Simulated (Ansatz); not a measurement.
# HCl with SiH3F: superposition error and deformation

An exercise on one series of results from a longer session: the logs are not shown, and one member is left open.

The runs use Ansatz 0.2.0, Gaussian basis; PBE0-D4 structures, single points in def2-TZVPPD.

Levels: PBE-D4, revPBE-D4, BLYP-D4, r2SCAN-D4, B97M-V, PBE0-D4, B3LYP-D4, HSE06-D4, wB97X-V, wB97M-V, B2PLYP, Hartree-Fock, MP2, CCSD, CCSD(T).

Cores are frozen in the correlated methods. B3LYP uses VWN-RPA correlation. B2PLYP carries no dispersion term here.

129 further runs of the same task are left out: 129 set aside as unsound or not needed.

### Starting geometry

The relaxed pair: 7 atoms, charge 0, spin multiplicity 1.

Atoms are counted from 1 here; the program's logs count them from 0.

Bond lengths: Cl1–H2 1.285 Å, Si3–F4 1.612 Å, Si3–H5 1.480 Å, Si3–H6 1.480 Å, Si3–H7 1.480 Å. Angles: F4–Si3–H5 107.4°, F4–Si3–H6 107.7°, F4–Si3–H7 107.7°, H5–Si3–H6 111.3°, H5–Si3–H7 111.2°, H6–Si3–H7 111.3°.

Coordinates:

```xyz
7

Cl   -0.2560    0.3562   -3.2361
H     0.3773    0.3268   -2.1189
Si   -0.0558   -0.1472    1.1131
F     0.8697    0.1669   -0.1691
H     0.8201   -0.1352    2.3058
H    -0.6686   -1.4787    0.9108
H    -1.0867    0.9112    1.1944
```

Atoms 1 to 2 are fragment A (HCl), the rest fragment B (SiH3F). From earlier runs, pair energy (eV) and counterpoise interaction (meV):

```tsv
method	E(pair)	interaction
PBE-D4	-23173.85065	-132
revPBE-D4	-23181.19033	-108
BLYP-D4	-23185.58064	-122
r2SCAN-D4	-23183.13334	-128
B97M-V	-23179.60388	-122
PBE0-D4	-23175.74396	-133
B3LYP-D4	-23187.29637	-133
HSE06-D4	-23175.22238	-133
wB97X-V	-23181.86812	-122
wB97M-V	-23183.65892	-118
B2PLYP	-23177.67509	-103
Hartree-Fock	-23138.78384	-66
MP2	-23154.91980	-114
CCSD(T)	-23156.58400	-109
```

First each fragment is run alone in its own basis, frozen in the shape it has in the pair (a, b).

Set-up of the first run:

Contents of a/in.yaml:

```yaml
crystal:
  periodic: [false, false, false]
  atoms:
    - {symbol: Cl, position_ang: [-0.256014, 0.356248, -3.236077]}
    - {symbol: H, position_ang: [0.377317, 0.326841, -2.118854]}
basis:
  gaussian: {orbitals: "def2-TZVPPD.json"}
hamiltonian: {xc: pbe, dispersion: d4}
```

Contents of b/in.yaml:

```yaml
crystal:
  periodic: [false, false, false]
  atoms:
    - {symbol: Si, position_ang: [-0.055800, -0.147190, 1.113050]}
    - {symbol: F, position_ang: [0.869737, 0.166881, -0.169133]}
    - {symbol: H, position_ang: [0.820145, -0.135219, 2.305794]}
    - {symbol: H, position_ang: [-0.668623, -1.478733, 0.910789]}
    - {symbol: H, position_ang: [-1.086661, 0.911174, 1.194431]}
basis:
  gaussian: {orbitals: "def2-TZVPPD.json"}
hamiltonian: {xc: pbe, dispersion: d4}
```

The basis file named in the input lies beside it (Basis Set Exchange, JSON).

The same command starts each run, in its folder.

The run is started by

```console
$ ansatz run in.yaml --threads 2 --pin off --events-out ev --progress --plain --max-ram 5222MiB
```

Among the steps run: PBE-D4/def2-TZVPPD; r2SCAN-D4/def2-TZVPPD; PBE0-D4/def2-TZVPPD; B3LYP-D4/def2-TZVPPD; wB97X-V/def2-TZVPPD; wB97M-V/def2-TZVPPD; B2PLYP/def2-TZVPPD; BLYP-D4/def2-TZVPPD; revPBE-D4/def2-TZVPPD; B97M-V/def2-TZVPPD; HSE06-D4/def2-TZVPPD; CCSD(T)/def2-TZVPPD; Relaxing HCl alone; Relaxing SiH3F alone.

One table of the session follows, with a row left open; its other results are not shown here.

```
      method  interaction with counterpoise (meV)
      PBE-D4                                 -132
   revPBE-D4                                 -108
     BLYP-D4                                 -122
   r2SCAN-D4                                 -128
      B97M-V                                 -122
     PBE0-D4                                 -133
    B3LYP-D4                                 -133
    HSE06-D4                                 -133
     wB97X-V                                 -122
     wB97M-V                                 -118
      B2PLYP                                 -103
Hartree-Fock                                  -66
         MP2                                 -114
        CCSD                                    ?
     CCSD(T)                                 -109
```

Q: Estimate the row for CCSD from the others.

As computed: interaction with counterpoise (meV): -101. In the column «interaction with counterpoise (meV)» it lies between B2PLYP (-103) and Hartree-Fock (-66).
